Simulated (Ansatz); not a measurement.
**AlH2O (quartet): from Hartree-Fock to the top rungs, 6-31G**

Aim: climb from Hartree-Fock through coupled cluster for AlH2O (quartet) at one geometry and basis, and see what each rung misses.

Program: Ansatz 0.2.0, Gaussian basis. Level of theory: 6-31G, core rule «outside noble gas», up to 6 orbitals frozen. These are calculated values, not measurements.

To be run: UHF; CCSD(T) on ROHF; CCSD(T) on UHF; BCCD(T) on ROHF; CISD; CCSDT(Q) on ROHF; CCSDT(Q) on UHF; CCSDTQ on ROHF; CCSDTQ on UHF; Full CI.

17 further runs of the same task are left out: 12 for a known fault of the program, 5 set aside as unsound or not needed.

## 1. The geometry

The geometry is a PBE0/def2-TZVP stationary point (not a proven minimum).

4 atoms, charge 0, spin multiplicity 4.

Atoms are counted from 1 here; the program's logs count them from 0.

Bond lengths: Al1–O2 1.747 Å, Al1–H3 1.777 Å, Al1–H4 1.777 Å. Angles: O2–Al1–H3 65.9°, O2–Al1–H4 65.9°, H3–Al1–H4 131.8°.

## 2. UHF

File in.yaml:

```yaml
crystal:
  periodic: [false, false, false]
  atoms:
    - {symbol: Al, position_ang: [0.000000, 0.000000, 0.653528]}
    - {symbol: O, position_ang: [0.000000, 0.000000, -1.093006]}
    - {symbol: H, position_ang: [0.000000, -1.622098, -0.072304]}
    - {symbol: H, position_ang: [0.000000, 1.622098, -0.072304]}
basis:
  gaussian: {orbitals: 6-31G}
magnetization: {spin_polarized: true, initial_magnetization: 3}
hamiltonian: {xc: hf}
output: {orbitals: {seedname: orbitals}}
```

On the command line:

```console
ansatz run in.yaml --threads 1 --pin off --events-out ev --progress --plain --max-ram 4096MiB --backend cpu
```

The runs that follow: CCSD(T) on ROHF; CCSD(T) on UHF; BCCD(T) on ROHF; CISD; CCSDT(Q) on ROHF; CCSDT(Q) on UHF; CCSDTQ on ROHF; CCSDTQ on UHF; Full CI.

Q: Predict the results of all the runs planned. Wanted: FCI below the RHF energy; RMP2 from FCI; UMP2 from FCI; RCCSD from FCI; RCCSD(T) from FCI; UCCSD(T) from FCI; RCCSDT(Q) from FCI; UCCSDT(Q) from FCI; T1 diagnostic.

As calculated:

```
                         quantity                                                   value
         FCI below the RHF energy                                              -5.0053 eV
                    RMP2 from FCI                                         +28.30 kcal/mol
                    UMP2 from FCI                                         +26.30 kcal/mol
                   RCCSD from FCI                                          +5.27 kcal/mol
                RCCSD(T) from FCI                                          +1.60 kcal/mol
                UCCSD(T) from FCI                                          +1.52 kcal/mol
               RCCSDT(Q) from FCI                                          -0.04 kcal/mol
               UCCSDT(Q) from FCI                                          -0.07 kcal/mol
levels within 1 kcal/mol (43 meV)  RCCSDT, UCCSDT, RCCSDT(Q), UCCSDT(Q), RCCSDTQ, UCCSDTQ
                    T1 diagnostic                                                   0.076
   effectively unpaired electrons                                                    3.08
```

RCCSD(T) lands +1.60 kcal/mol from the yardstick (1.4 % of the correlation energy). UCCSDT(Q) falls below full CI: unrestricted runs freeze a spin-polarised core, another one than full CI's, and coupled cluster isn't variational. The occupations are near whole numbers, but T1 = 0.076 shows that the orbitals relax strongly. These misses are within one basis, not against nature; the frozen cores of restricted and unrestricted runs differ, which can shift their rows.
